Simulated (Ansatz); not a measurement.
```yaml
crystal:
  periodic: [false, false, false]
  atoms:
    - {symbol: O, position_ang: [1.065224, -1.873948, 0.723976]}
    - {symbol: C, position_ang: [0.564677, -0.634100, 0.417067]}
    - {symbol: C, position_ang: [1.030775, 0.653287, -0.808758]}
    - {symbol: S, position_ang: [-0.481786, 1.390926, -0.252084]}
    - {symbol: C, position_ang: [-1.190656, -0.204593, 0.412569]}
    - {symbol: H, position_ang: [1.240231, 0.141496, -1.447388]}
    - {symbol: H, position_ang: [1.821043, 0.968266, -0.269956]}
    - {symbol: H, position_ang: [-1.690941, -0.879704, -0.072799]}
    - {symbol: H, position_ang: [-1.321553, 0.109187, 1.486811]}
basis:
  gaussian: {orbitals: ANO-RCC-VTZP}
hamiltonian: {xc: {name: HF}}
correlation: {method: mp2, frozen_orbitals: {O: 9}}
output: {forces: true}
```

```sh
$ ansatz run in.yaml --threads 2 --pin off --events-out ev --progress --plain --max-ram 4352MiB
```

Shortened log:

```
Functional definition: HF
Error: "frozen_orbitals" has no count for C
```

In this input frozen orbitals are typed for one element alone, and the program wants a count for each. The program refused the input.
